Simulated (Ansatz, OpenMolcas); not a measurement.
**How basis sets differ on AlH3SO (SMILES [OH][AlH][SH])**

The species is AlH3SO (6 atoms), meant as a singlet with charge 0. SMILES: `[OH][AlH][SH]`. The coordinates come from a PBE0-D4/def2-TZVP relaxation. This is one conformer, not always the lowest.

```xyz
6

O    -1.1089   -0.5311   -0.8850
Al    0.2671    0.3908   -0.5510
S     1.2282    0.3857    1.4122
H    -1.5644   -1.1058   -0.2737
H     0.8687    1.2764   -1.6981
H     0.3514   -0.4800    1.9493
```

Each level gives the HOMO–LUMO gap (eV). The values are calculated.

```csv
level,kind,program,value (eV),CPU time
HF/STO-3G,Hartree–Fock,OpenMolcas,16.07,2 s
HF/3-21G,Hartree–Fock,Ansatz,12.84,0.6 s
HF/def2-SVP,Hartree–Fock,Ansatz,12.91,1.5 s
HF/6-311G**,Hartree–Fock,Ansatz,12.38,2.6 s
HF/aug-cc-pVDZ,Hartree–Fock,OpenMolcas,11.29,31 s
```

The values span 11.29 to 16.07 eV. A Hartree–Fock LUMO above zero doesn't converge with the basis: it sinks as sets grow more diffuse. Orbital gaps aren't excitation energies. Times are those of the runs behind each value, whatever else they computed, on shared processors of several kinds: orders of magnitude only.
